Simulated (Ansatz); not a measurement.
## Molecular dynamics of C2H5FN2O

The input (input.yaml):

```yaml
crystal:
  periodic: [false, false, false]
  atoms:
    - { symbol: C, position_ang: [-0.253894, -1.691871, -0.506585] }
    - { symbol: "N", position_ang: [0.371946, -0.91746, 0.346441] }
    - { symbol: C, position_ang: [0.511944, 0.972276, 0.022513] }
    - { symbol: "N", position_ang: [-0.363886, 1.077554, 1.134366] }
    - { symbol: O, position_ang: [-0.012538, 1.181765, -1.269925] }
    - { symbol: F, position_ang: [1.828214, 1.311758, 0.043128] }
    - { symbol: H, position_ang: [-1.097219, -2.343371, -0.223707] }
    - { symbol: H, position_ang: [0.043537, -1.709861, -1.567607] }
    - { symbol: H, position_ang: [-0.272137, -0.368186, 1.180805] }
    - { symbol: H, position_ang: [0.321357, 1.273174, 1.930126] }
    - { symbol: H, position_ang: [-1.011923, 1.15722, -1.068856] }
basis:
  gaussian: { orbitals: STO-3G }
hamiltonian:
  xc: r2scanh
  dispersion: d4
md:
  timestep: 0.5
  n_steps: 94
  ensemble: nve
  temperature: 300.0
  initial_velocities: maxwell_boltzmann
  seed: 2894
```

Launched with:

```bash
$ ansatz run input.yaml --threads 1 --pin off --max-ram 2048MiB --backend cpu --events-out ev --progress --plain --runs-dir out
```

It starts at the highest image of a converged band. Of that band: The profile has 2 maxima (images 2, 5) with wells between them (image 3): this band takes more than one step, which may be the mechanism or a detour left from its start path. A structure lower than the first end lies on the path between it and the top, so the climb from that side starts below the end, which may itself be a saddle point or a shallow side well. Neighbouring images differ by up to 1.6 eV, so the band resolves the path poorly. A vibrational analysis at the climbing image gives one clearly imaginary mode, 1053i cm⁻¹: a first-order saddle point.

Output, in part (step lines, the closing report, with atoms numbered from 0):

```
md step     0: t =     0.00 fs  T =   300.0 K  F+E_penalty+E_count = -9758.76502603 eV  E_kin = 0.349002 eV  conserved = -9758.41602404 eV  (26 SCF iters)
md step     1: t =     0.50 fs  T =   293.4 K  F+E_penalty+E_count = -9758.75725409 eV  E_kin = 0.341360 eV  conserved = -9758.41589419 eV  (31 SCF iters)
md step     2: t =     1.00 fs  T =   275.5 K  F+E_penalty+E_count = -9758.73605721 eV  E_kin = 0.320529 eV  conserved = -9758.41552775 eV  (32 SCF iters)
md step     3: t =     1.50 fs  T =   251.1 K  F+E_penalty+E_count = -9758.70716511 eV  E_kin = 0.292092 eV  conserved = -9758.41507271 eV  (31 SCF iters)
md step     4: t =     2.00 fs  T =   226.0 K  F+E_penalty+E_count = -9758.67766757 eV  E_kin = 0.262953 eV  conserved = -9758.41471455 eV  (30 SCF iters)
md step     5: t =     2.50 fs  T =   205.1 K  F+E_penalty+E_count = -9758.65317233 eV  E_kin = 0.238597 eV  conserved = -9758.41457536 eV  (30 SCF iters)
md step     6: t =     3.00 fs  T =   190.2 K  F+E_penalty+E_count = -9758.63593058 eV  E_kin = 0.221281 eV  conserved = -9758.41464960 eV  (31 SCF iters)
md step     7: t =     3.50 fs  T =   180.5 K  F+E_penalty+E_count = -9758.62487190 eV  E_kin = 0.210040 eV  conserved = -9758.41483208 eV  (31 SCF iters)
[... lines left out ...]
md step    91: t =    45.50 fs  T =   913.4 K  F+E_penalty+E_count = -9759.47814784 eV  E_kin = 1.062564 eV  conserved = -9758.41558402 eV  (29 SCF iters)
Total energy: -9759.47819751 eV, -358.6542085467 hartree
Atom 0 at    -0.224854    -1.807805    -0.577665 Å, force     0.342970     0.134522     0.454077 eV/Å
Atom 1 at     0.550009    -1.498756     0.420036 Å, force     0.846709     0.835605    -0.900482 eV/Å
Atom 2 at     0.400007     1.443961     0.038401 Å, force     0.996406    -1.789865     0.580471 eV/Å
Atom 3 at    -0.368617     1.476357     1.127986 Å, force     0.171998     1.058484    -0.932196 eV/Å
Atom 4 at    -0.041221     1.265452    -1.282173 Å, force     0.592691     0.126502     0.217786 eV/Å
Atom 5 at     1.761042     1.182644     0.054467 Å, force    -0.690386     0.926281    -0.189635 eV/Å
Atom 6 at    -1.183564    -2.319577    -0.469560 Å, force    -0.577597    -0.119194    -0.311693 eV/Å
Atom 7 at     0.118664    -1.514354    -1.570362 Å, force    -0.035938    -0.216445    -0.558971 eV/Å
Atom 8 at     0.027830    -1.753353     1.282967 Å, force    -0.594279    -0.660694     1.313510 eV/Å
Atom 9 at     0.358118     1.678562     1.886578 Å, force    -0.149592    -0.445681     0.215341 eV/Å
Atom 10 at    -1.036953     1.319772    -1.174530 Å, force    -0.902982     0.150486     0.111792 eV/Å
Dipole moment:    -0.285920    -0.104296    -0.088799 e Å
```

The steps, from the saved trajectory:

| time (fs) | T (K) | potential energy less start (eV) | conserved less start (meV/atom) |
| --- | --- | --- | --- |
| 0 | 300 | 0.000 | 0.00 |
| 1.5 | 251 | 0.058 | 0.09 |
| 3 | 190 | 0.129 | 0.12 |
| 4.5 | 168 | 0.155 | 0.09 |
| 6 | 150 | 0.176 | 0.10 |
| 7.5 | 148 | 0.178 | 0.09 |
| 9 | 155 | 0.170 | 0.08 |
| 10.5 | 173 | 0.149 | 0.10 |
| 12 | 209 | 0.106 | 0.05 |
| 13.5 | 213 | 0.102 | 0.09 |
| 15 | 231 | 0.082 | 0.16 |
| 16.5 | 339 | -0.044 | 0.08 |
| 18 | 451 | -0.175 | 0.00 |
| 19.5 | 511 | -0.244 | 0.14 |
| 21 | 632 | -0.386 | 0.00 |
| 22.5 | 697 | -0.461 | 0.01 |
| 24 | 699 | -0.463 | 0.13 |
| 25.5 | 762 | -0.537 | 0.07 |
| 27 | 825 | -0.611 | -0.02 |
| 28.5 | 806 | -0.588 | 0.12 |
| 30 | 835 | -0.622 | 0.05 |
| 31.5 | 856 | -0.647 | 0.01 |
| 33 | 819 | -0.603 | 0.13 |
| 34.5 | 841 | -0.628 | 0.10 |
| 36 | 891 | -0.687 | 0.01 |
| 37.5 | 881 | -0.675 | 0.07 |
| 39 | 879 | -0.673 | 0.09 |
| 40.5 | 899 | -0.696 | 0.02 |
| 42 | 874 | -0.667 | 0.09 |
| 43.5 | 869 | -0.661 | 0.11 |
| 45 | 903 | -0.701 | 0.06 |
| 46.5 | 919 | -0.720 | 0.03 |

The run went to its last step. The conserved energy stayed within 0.17 meV per atom of its start (net change 0.048 meV per atom), so the integration is sound. The kinetic energy rose, since the run started high on the potential surface and went downhill. It ends in pieces (CH2FNO + CH3N), so much of that is their flight and rotation, not heat. A run of 0.047 ps of so small a system gives no equilibrium averages. The orbitals stay closed-shell, which can raise the energy where a bond breaks towards radicals; this wasn't checked here. Limits of this set-up: minimal basis.

Between its relaxed ends the band would form N2–H9 and break N2–C3, N4–H9. These pairs go: N2–H9 1.19 → 1.04 Å, N2–C3 1.92 → 2.97 Å, N4–H9 1.45 → 3.26 Å. In the last frame they stand as after the step (other bonds may differ from the relaxed reactants and products). It ends as CH2FNO + CH3N. Pairs count as bonded within 1.25 times the sum of covalent radii (0.12 Å more for H–H).

Last frame:

```xyz
11
Properties=species:S:1:pos:R:3
C -0.225 -1.808 -0.578
N 0.550 -1.499 0.420
C 0.400 1.444 0.038
N -0.369 1.476 1.128
O -0.041 1.266 -1.282
F 1.761 1.183 0.054
H -1.184 -2.320 -0.470
H 0.119 -1.514 -1.570
H 0.028 -1.753 1.283
H 0.358 1.679 1.887
H -1.037 1.320 -1.175
```

Run time: 6.5 min on 1 thread of AMD EPYC 7R43 64-Core Processor (Zen 3), with other jobs on the host, peak memory 0.14 GiB.
